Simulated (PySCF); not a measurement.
## Computed properties of AlF3, SMILES [F][Al]([F])[F]

AlF₃, SMILES [F][Al]([F])[F]. Geometry: B3LYP-D3(BJ)/def2-TZVP. The isomer is the one that the SMILES or the coordinates give; other isomers of the formula were not compared. One conformer was computed; it need not be the lowest. All values are computed for the isolated molecule unless a solvent is named; none is compared with measurement here.

**Structure.** The optimised structure has D3h symmetry. All 6 harmonic modes at B3LYP-D3(BJ)/def2-TZVP (PySCF) are real, so it is a minimum. With heavy atoms numbered as in [Al:1]([F:2])([F:3])[F:4], the shortest bond between them is Al1–F3 at 1.634 Å and the longest Al1–F2 at 1.634 Å.

**Vibrations.** The strongest infrared lines (harmonic, unscaled, degenerate partners summed) lie at 952 cm⁻¹ (374 km/mol, Al 53 %, F 47 %), 295 cm⁻¹ (137 km/mol, Al 68 %, F 32 %), 246 cm⁻¹ (67 km/mol, F 85 %, Al 15 %). The softest mode is at 246 cm⁻¹ and the zero-point energy is 4.8 kcal/mol.

**Electronic structure.** B3LYP/def2-TZVPD (PySCF) places the frontier levels at -11.48 and -2.10 eV, a gap of 9.38 eV, and gives a dipole moment of 0.00 D and a mean polarisability of 21.2 bohr³.

**Excitations.** TDDFT-M06-2X/def2-SVPD (PySCF) has S1 at 9.06 eV (137 nm, f = 0.000, dark); the most intense of the 10 singlets computed lies at 10.27 eV (f = 0.18). Strengths of degenerate partners are summed. T1 (TDA) is at 8.81 eV. No vertical singlet excitation falls in the visible range (under 3.1 eV).

**NMR.** GIAO shifts at B3LYP/pcSseg-2 (PySCF) (non-relativistic, atoms alike by connectivity averaged): ¹⁹F at -228.3 ppm against CFCl3.
